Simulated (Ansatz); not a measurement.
Ideal-gas functions of F₂O at 800 K and 1 bar, from an Ansatz frequency run at PBE0-D4/def2-TZVP.

Molar mass 54.0 g/mol, point group C2v (symmetry number 2), electronic degeneracy 1, moments of inertia 8.152, 44.926, 53.079 u Å². Harmonic wavenumbers (cm⁻¹, unscaled): 508, 949, 1066.

Use S(trans) = R[1.5 ln M + 2.5 ln T − 1.1517]; rotational temperatures θ = 24.2544 K / I; S(rot) = R[ln(√π/σ · √(T³/θAθBθC)) + 1.5]; for each mode x = 1.438777 ν̃/T, S = R[x/(eˣ − 1) − ln(1 − e⁻ˣ)] and H = RT x/(eˣ − 1); 1 cm⁻¹ = 0.0119627 kJ/mol; R = 8.31446 J/(mol·K).

By hand: the entropy, in J/(mol·K).

Translation 179.1. Rotation: θ = 2.9753, 0.5399, 0.4569 K, giving 96.1. Vibration, mode by mode: 9.35, 4.81, 4.07, in all 18.2. Electronic 0.0. Sum 293.4 J/(mol·K).

By hand: H − E and G − E in kJ/mol, counted from the electronic energy.

Zero-point energy ½ × 2523 × 0.0119627 = 15.1; thermal vibration 8.8; translation, rotation and pV give 4 RT = 26.6. H − E = 50.5 kJ/mol, and G − E = 50.5 − 800 × 293.4/1000 = -184.2 kJ/mol.

Vibration gives 6 % of the entropy.
